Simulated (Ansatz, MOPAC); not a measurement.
**Ladder of methods for the band gap of zinc-blende ZnS**

Reference value: 3.94 eV (measured, zero-point renormalisation of 0.1 eV added back here (the table's ZPR column); inputs from Chen et al. (2018), doi:10.1103/physrevmaterials.2.073803).

```
level (code)                                  value (eV)  cell (Å³/atom)  error (eV)
----------------------------------------  --------------  --------------  ----------
MNDO semi-empirical Hartree-Fock (MOPAC)            9.42           19.79       +5.48
LDA (Ansatz)                               1.85 (direct)           19.78       -2.09
PBE (Ansatz)                               2.10 (direct)           19.78       -1.84
RPBE (Ansatz)                              2.27 (direct)           19.78       -1.67
PBE-D4 (Ansatz)                                     2.17           19.44       -1.77
rVV10 (Ansatz)                                      1.77           20.27       -2.17
r²SCAN+rVV10 (Ansatz)                               2.70           19.34       -1.24
r²SCAN0 (Ansatz)                           4.32 (direct)           19.78       +0.38
Hartree–Fock (Ansatz)                     10.20 (direct)           19.78       +6.26
```

Leaving aside MNDO semi-empirical Hartree-Fock (MOPAC) (doubt noted below): Of the ranked levels r²SCAN0 (+0.38 eV) comes nearest. Among them Hartree–Fock (+6.26 eV) misses by most. No ranked level lands within 0.2 eV.

Published values of wave-function and many-body methods: 4.19 eV (published QSGW value, linearised, all-electron; Kutepov (2017), arXiv:1610.08395).

Semilocal Kohn–Sham gaps run low as a rule, and all computed gaps are for a static lattice, while measured ones hold electron–phonon shifts unless said otherwise.  MNDO semi-empirical Hartree-Fock (MOPAC), PBE-D4, rVV10, r²SCAN+rVV10: the gap is read on the k mesh or supercell of the run alone and can be too large. MNDO semi-empirical Hartree-Fock (MOPAC): the method was fitted mainly to molecules. MNDO semi-empirical Hartree-Fock (MOPAC): gaps of these semi-empirical methods are Hartree–Fock-like level differences, and their formation enthalpies are fitted 298 K values. Values are at the measured cell; PBE-D4 at the level's own relaxed cell; rVV10 at the level's own relaxed cell; r²SCAN+rVV10 at the level's own relaxed cell. Cutoffs and k meshes differ between the levels. Ansatz's density-functional and Hartree–Fock values are scalar-relativistic unless marked +SOC, with PAW data made under PBE.

Differences are worked out from the printed values.

Ansatz is a first-principles code.
